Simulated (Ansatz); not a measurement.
Results of BLYP in Ansatz (PAW) for rock-salt SnTe (cubic form, which distorts at low temperature).

Numerical settings: plane-wave cutoff 520 eV, 10×10×10 k mesh, Fermi–Dirac smearing 0.01 eV, scalar-relativistic PAW data made under PBE.

The cell has the measured lattice: a = 6.316 Å, b = 6.316 Å, c = 6.316 Å, α = 90.00°, β = 90.00°, γ = 90.00°.

Problem. Give the computed band gap and direct gap at Γ.

Solution. 
- band gap = 0.09 eV
- direct gap at Γ = 5.40 eV

Measured, for comparison: band gap 0.3 eV (4 K, zero-point motion not removed, bulk gap, ARPES or transport; rounded; as tabulated in Ando (2013), arXiv:1304.5693).

Note: symmetry holds this phase in the static calculation, where it need not be a minimum; cell and atoms aren't relaxed at this level (pressure 5.7 GPa).

Spin–orbit coupling is not included; it can close the smallest gap of 0.09 eV.

Computing time: roughly 10 core-seconds.

Ansatz is a program for electronic structure.
